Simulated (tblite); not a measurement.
Compound: C₅H₁₂O.
Geometry (GFN2-xTB, Å), atoms numbered from 1 in this order:
```xyz
18
C5H12O angstrom
C     -0.478   -0.935    1.068
C      0.151   -0.056   -0.018
C      0.902    1.109    0.630
C      1.112   -0.900   -0.856
C     -0.948    0.501   -0.946
O     -1.896    1.310   -0.296
H      0.301   -1.419    1.652
H     -1.101   -1.709    0.622
H     -1.085   -0.343    1.750
H      1.443    1.677   -0.123
H      0.202    1.779    1.122
H      1.615    0.743    1.366
H      1.921   -1.278   -0.234
H      0.594   -1.749   -1.297
H      1.544   -0.308   -1.659
H     -0.495    1.143   -1.706
H     -1.448   -0.336   -1.459
H     -2.341    0.777    0.373
```

Calculated harmonic vibrations of the isolated species, GFN2-xTB (tblite), most abundant isotopes, no scaling. This tight-binding method is rough: wavenumbers can miss measured ones by several per cent, in bad cases by 10 to 20. One conformer, not necessarily the lowest.

Harmonic wavenumbers (cm⁻¹): 104.9, 182.4, 222.3, 234.0, 246.1, 316.1, 346.8, 360.2, 405.8, 426.7, 525.6, 781.6, 919.9, 937.2, 963.9, 967.7, 968.7, 1037.0, 1046.0, 1090.0, 1143.7, 1240.9, 1263.9, 1279.2, 1327.3, 1355.8, 1405.4, 1407.8, 1428.5, 1478.4, 1489.6, 1494.6, 1496.8, 1504.2, 1512.8, 1515.3, 2858.1, 2977.6, 3017.3, 3019.6, 3027.1, 3031.0, 3032.8, 3035.9, 3041.3, 3041.6, 3043.7, 3547.0.

A = 4414, B = 2602, C = 2591 MHz; mass 88.089 u (most abundant isotopes); point group C1, symmetry number 1.

Zero-point energy?

½Σν̃ = 35550 cm⁻¹ = 101.64 kcal/mol.

Give the ideal-gas entropy at 273.15 K and 1 bar in the rigid-rotor, harmonic-oscillator model (classical rotation).

Translation 38.93, rotation 26.52, vibration 16.62: S = 82.1 cal/(mol K).

And Cp and H(273.15 K) − H(0)?

Cp = 29.54 cal/(mol K), of which vibrations give 21.59 (their classical limit is 48 R = 95.4); H(273.15 K) − H(0) = 4.92 kcal/mol without the zero-point energy, 2.75 from vibrations.

Blend soft modes into free rotors: weight 1/[1 + (100 cm⁻¹/ν̃)⁴] for the oscillator and the rest for a rotor with moment μB/(μ + B), μ = h/(8π²ν), B = 10⁻⁴⁴ kg m². What vibrational entropy results?

16.44 cal/(mol K) in place of 16.62, which changes −T·S at 273.15 K by +0.05 kcal/mol.

How do the functions run with temperature in this model?

```json
{"T (K)": "50", "S (cal/(mol K))": "52.5", "Cp (cal/(mol K))": "9.6", "H − H(0) (kcal/mol)": "0.42", "G − H(0) (kcal/mol)": "-2.21", "ln q(vib)": "0.06"}
{"T (K)": "100", "S (cal/(mol K))": "60.6", "Cp (cal/(mol K))": "14.8", "H − H(0) (kcal/mol)": "1.02", "G − H(0) (kcal/mol)": "-5.04", "ln q(vib)": "0.46"}
{"T (K)": "298.15", "S (cal/(mol K))": "84.7", "Cp (cal/(mol K))": "31.6", "H − H(0) (kcal/mol)": "5.68", "G − H(0) (kcal/mol)": "-19.58", "ln q(vib)": "3.76"}
{"T (K)": "373.15", "S (cal/(mol K))": "92.5", "Cp (cal/(mol K))": "38.0", "H − H(0) (kcal/mol)": "8.29", "G − H(0) (kcal/mol)": "-26.23", "ln q(vib)": "5.19"}
{"T (K)": "500", "S (cal/(mol K))": "105.1", "Cp (cal/(mol K))": "48.0", "H − H(0) (kcal/mol)": "13.76", "G − H(0) (kcal/mol)": "-38.77", "ln q(vib)": "7.67"}
{"T (K)": "750", "S (cal/(mol K))": "127.6", "Cp (cal/(mol K))": "63.1", "H − H(0) (kcal/mol)": "27.76", "G − H(0) (kcal/mol)": "-67.91", "ln q(vib)": "12.59"}
{"T (K)": "1000", "S (cal/(mol K))": "147.2", "Cp (cal/(mol K))": "73.4", "H − H(0) (kcal/mol)": "44.91", "G − H(0) (kcal/mol)": "-102.32", "ln q(vib)": "17.36"}
```

q(vib) and H(0) count from the zero-point level.

Hindered rotation and anharmonicity are outside this model. Other conformers, if any are populated, would add a mixing term that is left out. The structure is chiral; the term R ln 2 for an equal mix with its mirror image is left out.
